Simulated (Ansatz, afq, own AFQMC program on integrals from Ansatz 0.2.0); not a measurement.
**Atomization energy of BHO, singlet**

```tsv
atom	x (Å)	y (Å)	z (Å)
B	0.0000	0.0000	1.1655
O	0.0000	0.0000	-0.1066
H	0.0000	0.0000	-1.0588
```

Connectivity, by distances: B–OH.

Atoms in their ground-state spins without spin–orbit coupling (mostly on UHF) minus the molecule (RHF), without zero-point energy. The geometry is a stationary point, not shown to be a minimum.

Basis cc-pVDZ. Only valence electrons are correlated. Ansatz 0.2.0 and our own AFQMC program on the same integrals; the CISD trial comes from CCSD amplitudes, and released means the phaseless constraint is let go. Uncertainties: one standard error, sampling alone. The errors of all members are added in quadrature.

No full CI on the walks' own integrals is used here; CCSDT(Q) serves as the reference and is uncertain by about the last step of the cluster series. Each member takes its own surest rung, up to full CI.

The best estimate is CCSD(T) at the basis-set limit (CBS: def2-TZVPP and def2-QZVPP, with their diffuse functions for anions and beside diffuse sets, CCSD(T) itself extrapolated) plus the step from CCSD(T) to CCSDT(Q) in cc-pVDZ. Rows without CBS are in cc-pVDZ, the functionals in def2-TZVP; B2PLYP and the wave-function rows carry a basis error of their own. Core correlation and relativity beyond core potentials are missing, and ± holds the sampling alone.

Cautions: BHO (singlet): the released energies are still falling, so no released level is given (meV from the phaseless value at times in 1/Eh: -6 ± 14 at 0.24, -5 ± 14 at 0.51, -1 ± 13 at 0.99, -19 ± 16 at 1.62, -43 ± 20 at 2.40), though the last usable value meets CCSDT(Q) within the noise, the ph-AFQMC/HF walk drifts between its halves (2.2 errors); other spins of the molecule weren't checked.

Best estimate: 11.365 eV.

```json
{"level": "HF", "atomization energy (eV)": "7.587", "error against the best estimate (eV)": "-3.778"}
{"level": "MP2", "atomization energy (eV)": "10.628", "error against the best estimate (eV)": "-0.737"}
{"level": "CCSD", "atomization energy (eV)": "10.113", "error against the best estimate (eV)": "-1.252"}
{"level": "CCSD(T)", "atomization energy (eV)": "10.269", "error against the best estimate (eV)": "-1.096"}
{"level": "ph-AFQMC/CISD", "atomization energy (eV)": "10.273 ± 0.010", "error against the best estimate (eV)": "-1.092 ± 0.010"}
{"level": "HF/CBS", "atomization energy (eV)": "7.975", "error against the best estimate (eV)": "-3.390"}
{"level": "MP2/CBS", "atomization energy (eV)": "11.761", "error against the best estimate (eV)": "0.396"}
{"level": "CCSD(T)/CBS", "atomization energy (eV)": "11.346", "error against the best estimate (eV)": "-0.019"}
{"level": "PBE", "atomization energy (eV)": "11.630", "error against the best estimate (eV)": "0.265"}
{"level": "r2SCAN", "atomization energy (eV)": "11.323", "error against the best estimate (eV)": "-0.042"}
{"level": "PBE0", "atomization energy (eV)": "11.217", "error against the best estimate (eV)": "-0.148"}
{"level": "B3LYP", "atomization energy (eV)": "11.289", "error against the best estimate (eV)": "-0.076"}
{"level": "wB97M-V", "atomization energy (eV)": "11.492", "error against the best estimate (eV)": "0.127"}
{"level": "B2PLYP", "atomization energy (eV)": "11.224", "error against the best estimate (eV)": "-0.141"}
{"level": "surest rungs in cc-pVDZ", "atomization energy (eV)": "10.288", "error against the best estimate (eV)": "-1.077"}
```

Correlation beyond CCSD(T) adds 0.019 eV. Going to the basis-set limit adds 1.077 eV at CCSD(T). The perturbative (T) step is worth +0.156 eV. The functionals spread over 0.413 eV; r2SCAN and B3LYP come nearest and PBE is 0.265 eV too high.

Best estimates are given only where the step beyond CCSD(T) is under 0.3 eV and no member's determinant is very poor (T1 over 0.05, or 0.07 for open shells, ⟨S²⟩ too high by 0.3, two states mixed), so the hardest cases are missing from such tables.

The functionals ran in a triple-zeta set and keep a basis error of their own, a few kJ/mol for each bond in atomization energies and more for double hybrids, so close places among them and the extrapolated levels can swap.

Each member of a difference takes its own highest rung, so a best estimate needn't equal the limit plus the step of one row. A walk keeps the symmetry of its determinant, which the program's search chose and which needn't be the lowest solution, so a lower state of the same spin and another symmetry isn't excluded.
